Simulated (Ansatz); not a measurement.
# H6P4: the cost of one run

Computed with Ansatz 0.2.0 through its Python package. Level of theory: B3LYP/6-31G*.

**1. The structure**

Bond lengths: P1–P2 2.272 Å, P2–P3 2.268 Å, P3–P4 2.275 Å, P1–H5 1.414 Å, P1–H6 1.415 Å, P2–H7 1.415 Å, P3–H8 1.416 Å, P4–H9 1.414 Å, P4–H10 1.415 Å. Angles: P1–P2–P3 100.0°, P1–P2–H7 100.2°, P3–P2–H7 99.9°, P2–P1–H5 98.9°, P2–P1–H6 98.6°, H5–P1–H6 95.2°, P2–P3–P4 100.3°, P2–P3–H8 99.0°, P4–P3–H8 98.4°, P3–P4–H9 98.6°, P3–P4–H10 98.9°, H9–P4–H10 95.7°.

The script holds or builds the structure itself.

**2. The script**

File freq_h6p4.py:

```python
# -*- coding: utf-8 -*-
import itertools

import ansatz as az
from ase import Atoms
from ase.data import atomic_numbers, covalent_radii
import numpy as np

BASIS = '6-31G*'
FUNCTIONAL = 'B3LYP'

atoms = Atoms(['P', 'P', 'P', 'P', 'H', 'H', 'H', 'H', 'H', 'H'], positions=[
    (1.732, 1.3504, -0.2239),
    (1.1247, -0.7791, -0.7331),
    (-0.9472, -0.4074, -1.5787),
    (-2.1037, -0.015, 0.3406),
    (0.7907, 1.6088, 0.7991),
    (2.8019, 1.0597, 0.6556),
    (0.7806, -1.2552, 0.554),
    (-1.3441, -1.7499, -1.7888),
    (-1.393, 1.1227, 0.7883),
    (-1.4418, -0.935, 1.187),
])
system = az.Crystal.molecule_from_ase(atoms)

setup = (
    system.calculation()
    .basis(gaussian=BASIS)
    .functional(FUNCTIONAL)
)
symbols = [site.symbol for site in system.cartesian_sites]
start = np.array([site.position_ang for site in system.cartesian_sites], dtype=float)
r = setup.relax(force_tolerance=0.003, max_steps=100).run(threads=1, backend='cpu').report
end = np.array(r['positions_ang'])

radius = [covalent_radii[atomic_numbers[s]] for s in symbols]
span = lambda where, i, j: np.linalg.norm(where[i] - where[j])
bonded = [(i, j) for i, j in itertools.combinations(range(len(symbols)), 2) if min(span(start, i, j), span(end, i, j)) < 1.2 * (radius[i] + radius[j])]
print('pair        before    after (A)')
for i, j in bonded:
    print(f'{symbols[i]}{i}-{symbols[j]}{j}'.ljust(10), f'{span(start, i, j):8.4f} {span(end, i, j):8.4f}')
for first, second in list(itertools.combinations(bonded, 2)):
    shared = set(first) & set(second)
    if shared and symbols[(j := shared.pop())] != 'H':
        i, k = sorted((set(first) | set(second)) - {j})
        u, v = end[i] - end[j], end[k] - end[j]
        angle = np.degrees(np.arccos(np.clip(u @ v / np.linalg.norm(u) / np.linalg.norm(v), -1, 1)))
        print(f'final angle {symbols[i]}{i}-{symbols[j]}{j}-{symbols[k]}{k}: {angle:.2f} deg')

minimum = az.Crystal.molecule()
for symbol, place in zip(symbols, end):
    minimum = minimum.atom(symbol, place.tolist())
vibrating = minimum.calculation()
vibrating = vibrating.basis(gaussian=BASIS)
vibrating = vibrating.functional(FUNCTIONAL).phonons(temperatures=(200, 600, 100))
vib = vibrating.run(threads=1, backend='cpu').report['vibrations']
sums = vib['harmonic_sums']
modes = [m['omega_inv_cm'] for m in sums['modes_at_gamma'] if m['rigid_motion'] == 'no']
for number, w in enumerate(modes, start=1):
    print(f'mode {number:2d} {w:9.1f} 1/cm {w / 8065.544 * 1000:8.2f} meV')
print('imaginary modes:', sum(w < 0 for w in modes), ' zero-point energy:', round(sums['zero_point_energy_ev'], 4), 'eV')
print('T (K)   F_vib (eV)   S_vib (meV/K)   C_vib (meV/K)')
for row in zip(sums['temperatures_k'], sums['vibrational_free_energy_ev'], vib['entropy_ev_per_k'], vib['heat_capacity_ev_per_k']):
    print(f'{row[0]:6.1f} {row[1]:11.4f} {1000 * row[2]:13.4f} {1000 * row[3]:15.4f}')
```

**3. What the engine is handed**

The engine receives this input (first run):

```yaml
crystal:
  periodic: [false, false, false]
  atoms:
    - { symbol: P, position_ang: [1.732, 1.3504, -0.2239] }
    - { symbol: P, position_ang: [1.1247, -0.7791, -0.7331] }
    - { symbol: P, position_ang: [-0.9472, -0.4074, -1.5787] }
    - { symbol: P, position_ang: [-2.1037, -0.015, 0.3406] }
    - { symbol: H, position_ang: [0.7907, 1.6088, 0.7991] }
    - { symbol: H, position_ang: [2.8019, 1.0597, 0.6556] }
    - { symbol: H, position_ang: [0.7806, -1.2552, 0.554] }
    - { symbol: H, position_ang: [-1.3441, -1.7499, -1.7888] }
    - { symbol: H, position_ang: [-1.393, 1.1227, 0.7883] }
    - { symbol: H, position_ang: [-1.4418, -0.935, 1.187] }
basis:
  gaussian:
    orbitals: "6-31G*"
hamiltonian:
  xc: b3lyp
relax:
  f_tol: 0.003
  max_steps: 100
```

**4. The run**

On the command line:

```sh
> python freq_h6p4.py
```

What time and memory should one allow on 1 thread of Intel Xeon 6975P-C (Granite Rapids), shared host?

About 2.8 min, with a peak of 0.28 GiB.
